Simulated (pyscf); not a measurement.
F–SiH₃ + H₂N–SiH₃ → H₃Si–NH–SiH₃ + HF (four-centre exchange; singlet surface; F–Si, H–N broken, N–Si, F–H formed). Single points on ωB97X-D3(BJ)/def2-SVP structures (PySCF, gas phase). Energies in kJ/mol from the separated reactants.

```
level                      barrier  reaction energy
----------------------  ----------  ---------------
PBE/def2-TZVP                103.5            +79.1
B3LYP-D3(BJ)/def2-TZVP  (withheld)            +78.1
PBE0-D3(BJ)/def2-TZVP   (withheld)       (withheld)
M06-2X/def2-TZVP             121.8            +75.2
ωB97M-D3(BJ)/def2-TZVP       118.8            +76.9
HF/def2-TZVP                 202.2            +90.0
```

**Question.** Complete the blanks.

**Answer.** 
- B3LYP-D3(BJ)/def2-TZVP, barrier: 118.7
- PBE0-D3(BJ)/def2-TZVP, barrier: 105.6
- PBE0-D3(BJ)/def2-TZVP, reaction energy: +70.8

The functionals in the table span 18.2 kJ/mol in this barrier, from PBE to M06-2X. On the reactant side the descent ends in a complex (not fully relaxed), 17.3 kJ/mol under the separated species and 127.8 kJ/mol under the saddle at ωB97X-D3(BJ)/def2-TZVP. On the product side the descent ends in a complex, 32.3 kJ/mol under the separated species and 73.5 kJ/mol under the saddle at ωB97X-D3(BJ)/def2-TZVP. This is the saddle that the search found; another between the same sides may lie lower.
